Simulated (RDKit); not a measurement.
RDKit input (UFF):

```python
from rdkit import Chem
from rdkit.Chem import AllChem, rdDetermineBonds

mol = Chem.MolFromXYZFile('mol.xyz')
rdDetermineBonds.DetermineBonds(mol, charge=-1)
print('SMILES', Chem.MolToSmiles(Chem.RemoveHs(mol)))
ff = AllChem.UFFGetMoleculeForceField(mol)
e0 = ff.CalcEnergy()
flag = ff.Minimize(maxIts=5000, forceTol=1e-5)
print(f'energy {e0:.4f} -> {ff.CalcEnergy():.4f} kcal/mol, converged: {flag == 0}')
print(Chem.MolToXYZBlock(mol))
```
mol.xyz:
```
4

C     -0.18304254     0.00476490     0.95552267
Cl     0.02009756     1.53307264    -0.21289176
Cl    -0.00577673    -1.53459387    -0.20255081
H      0.85480124    -0.00272854     1.32938764
```

### Question
Which steric energies does it print, before and after the minimisation?

### Answer
19.32 and 0.00 kcal/mol. They count from the force field's own zero for this bonding and are no heats of formation.
